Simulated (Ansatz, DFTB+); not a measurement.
Group exchange: C3H4 + H2S2 → C2H2S + CH4S

Gas-phase species: C3H4 (propyne) `C#CC`, singlet; H2S2 `SS`, singlet; C2H2S (ethynethiol) `C#CS`, singlet; CH4S (methanethiol) `CS`, singlet. The partners trade CH3 for SH: C–CH3 and S–SH bonds give way to C–SH and S–CH3.

Shapes, held fixed at every level: PBE0-D4/def2-TZVP. Flexible molecules stand in one conformer, not always the lowest. Programs: Ansatz 0.2.0, DFTB+ 25.1. The zero-point and thermal change to 298 K, harmonic and unscaled (PBE0-D4/def2-TZVP), is -1.4 kJ/mol.

```json
{"level": "DFTB1", "kind": "semi-empirical", "ΔH(298 K) (kJ/mol)": "+26.1", "less CCSD(T)/CBS estimate": "-7.9"}
{"level": "HF/def2-SVP", "kind": "Hartree–Fock", "ΔH(298 K) (kJ/mol)": "+35.3", "less CCSD(T)/CBS estimate": "+1.3"}
{"level": "PBE-D4/def2-TZVPP", "kind": "GGA", "ΔH(298 K) (kJ/mol)": "+34.2", "less CCSD(T)/CBS estimate": "+0.2"}
{"level": "r2SCAN-D4/def2-TZVPP", "kind": "meta-GGA", "ΔH(298 K) (kJ/mol)": "+33.2", "less CCSD(T)/CBS estimate": "-0.8"}
{"level": "r2SCAN0-D4/def2-TZVPP", "kind": "global hybrid", "ΔH(298 K) (kJ/mol)": "+34.8", "less CCSD(T)/CBS estimate": "+0.8"}
{"level": "wB97M-V/def2-TZVPP", "kind": "range-separated hybrid", "ΔH(298 K) (kJ/mol)": "+35.7", "less CCSD(T)/CBS estimate": "+1.7"}
{"level": "MP2/def2-SVP", "kind": "perturbation theory", "ΔH(298 K) (kJ/mol)": "+18.0", "less CCSD(T)/CBS estimate": "-16.0"}
{"level": "CCSD/def2-TZVPP", "kind": "coupled cluster or CI", "ΔH(298 K) (kJ/mol)": "+31.4", "less CCSD(T)/CBS estimate": "-2.6"}
{"level": "CCSD(T)/CBS estimate", "kind": "coupled cluster or CI", "ΔH(298 K) (kJ/mol)": "+34.0", "less CCSD(T)/CBS estimate": "0.0"}
```

The highest level, CCSD(T)/CBS estimate, gives ΔH(298 K) = +34.0 kJ/mol; the levels span +18.0 to +35.7. The column of differences is taken from that level and isn't an error. No measured value is set beside it here. The CBS estimate extrapolates MP2 from def2-TZVPP and def2-QZVPP and adds CCSD(T) − MP2 in the triple-zeta set, cores frozen.
